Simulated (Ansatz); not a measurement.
Working through a geometry optimisation of H3O2Si, SMILES O[SiH]O

With the Python package of Ansatz (0.2.0).

The cells in order, each with its output:

**Cell 1**
```python
import itertools

import ansatz
from ase import Atoms
from ase.data import atomic_numbers, covalent_radii
import numpy as np

atoms = Atoms(["O", "Si", "O", "H", "H", "H"], positions=[
    (-1.02349, -0.62929, -0.23192),
    (0.4391, 0.06916, -0.51885),
    (1.24893, -0.05441, 0.87677),
    (-1.66627, -0.72172, -0.92596),
    (0.24043, 1.46326, -0.89963),
    (0.76129, -0.127, 1.69959),
])
geometry = ansatz.Crystal.molecule_from_ase(atoms)
```

**Cell 2**
```python
job = geometry.calculation()
job = job.basis(gaussian="def2-SVP")
job = job.functional("b3lyp")
job = job.spin("collinear", total=1)
symbols = [site.symbol for site in geometry.cartesian_sites]
start = np.array([site.position_ang for site in geometry.cartesian_sites], dtype=float)
def progress(event):
    if event["event"] == "relax_step":
        row = event["data"]
        print(f"step {row['step']:3d}  E = {row['lagrangian_ev']:.6f} eV  largest force component {row['allowed_force_max_ev_ang']:.4f} eV/A")
```

**Cell 3**
```python
report = job.relax(force_tolerance=0.02, max_steps=100).session().plan().execute(on_event=progress).report
end = np.array(report["positions_ang"])
```
Output:
```text
step   1  E = -12015.806984 eV  largest force component 1.0838 eV/A
step   2  E = -12015.868852 eV  largest force component 0.7161 eV/A
step   3  E = -12015.892835 eV  largest force component 0.2266 eV/A
step   4  E = -12015.903118 eV  largest force component 0.5414 eV/A
step   5  E = -12015.903935 eV  largest force component 0.6470 eV/A
step   6  E = -12015.820387 eV  largest force component 2.1180 eV/A
step   7  E = -12015.928738 eV  largest force component 0.3148 eV/A
step   8  E = -12015.929003 eV  largest force component 0.7669 eV/A
step   9  E = -12015.953439 eV  largest force component 0.3620 eV/A
step  10  E = -12015.957563 eV  largest force component 0.1469 eV/A
step  11  E = -12015.954427 eV  largest force component 0.1838 eV/A
step  12  E = -12015.958741 eV  largest force component 0.0335 eV/A
step  13  E = -12015.958843 eV  largest force component 0.0178 eV/A
```

**Cell 4**
```python
for key in ("converged", "free_energy_ev", "reference_energy_ev", "n_frozen", "n_occupied", "n_virtual"):
    print(f"{key:22s} {report[key]}")
```
Output:
```text
converged              True
free_energy_ev         -12015.959039589405
reference_energy_ev    -12015.959039589405
n_frozen               0
n_occupied             [17, 16]
n_virtual              [44, 45]
```

**Cell 5**
```python
# pairs closer than 1.2 times the sum of covalent radii, before or after
radius = [covalent_radii[atomic_numbers[s]] for s in symbols]
span = lambda where, i, j: np.linalg.norm(where[i] - where[j])
bonded = [(i, j) for i, j in itertools.combinations(range(len(symbols)), 2) if min(span(start, i, j), span(end, i, j)) < 1.2 * (radius[i] + radius[j])]
print("pair        before    after (A)")
for i, j in bonded:
    print(f"{symbols[i]}{i}-{symbols[j]}{j}".ljust(10), f"{span(start, i, j):8.4f} {span(end, i, j):8.4f}")
```
Output:
```text
pair        before    after (A)
O0-Si1       1.6460   1.6768
O0-H3        0.9505   0.9649
Si1-O2       1.6183   1.6660
Si1-H4       1.4588   1.5030
O2-H5        0.9592   0.9657
```

Caveats:
- Total energies depend on the basis set; only differences at equal settings carry meaning.
- The end point is the stationary point reached from this start; no frequency run checks that it is a minimum, and the basis set is modest.
- The species is open-shell (spin multiplicity 2).
- b3lyp holds the VWN-RPA fit, as in Gaussian; the form of ORCA and Turbomole is b3lyp5.
- Run time: 16 s on 1 thread of Intel(R) Xeon(R) 6975P-C (Granite Rapids), with other jobs on the host, peak memory 0.22 GiB.

(Lines on the test bed's own set-up are left out of the output.)
